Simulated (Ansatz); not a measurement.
Cubic Cu₃N, treated with PBEsol (Ansatz, a program for electronic structure, PAW).

Settings: plane-wave cutoff 520 eV, 10×10×10 k mesh, Fermi–Dirac smearing 0.01 eV, no spin polarisation, scalar-relativistic PAW data made under PBE.

Computed at the level's own relaxed cell.

Question: What does this level give for the bulk modulus, direct gap at Γ, band gap and lattice parameter a?

Answer: 
- bulk modulus: 133 GPa
- direct gap at Γ: 2.94 eV
- band gap: 0.02 eV (under three smearing widths, so not firm)
- lattice parameter a: 3.765 Å

Note: the bulk modulus is −V dP/dV from two relaxed cells at ±2 % in volume.
